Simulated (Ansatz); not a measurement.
Results of r²SCAN (PAW; Ansatz, a program for electronic structure) for rutile TiO2.

A relaxed, unreconstructed slab of the (101) face has 36 atoms, two equal faces of 25.114 Å² each and an energy of -43751.5776 eV. A bulk cell of 12 atoms with the same orientation and in-plane k mesh has -14585.1560 eV. Energies are extrapolated to zero smearing.

Run with plane-wave cutoff 500 eV, 6×6×1 k mesh (along the axes of the cell as run), gaussian smearing 0.02 eV, scalar-relativistic PAW data made under PBE.

Worked out: γ = (E_slab − N E_bulk per atom)/2A = [-43751.5776 − 36 × (-14585.1560/12)]/(2 × 25.114) = 0.0775 eV/Å². With 16.022 J/m² per eV/Å² this is 1.24 J/m², or 1.95 eV per surface cell and face.
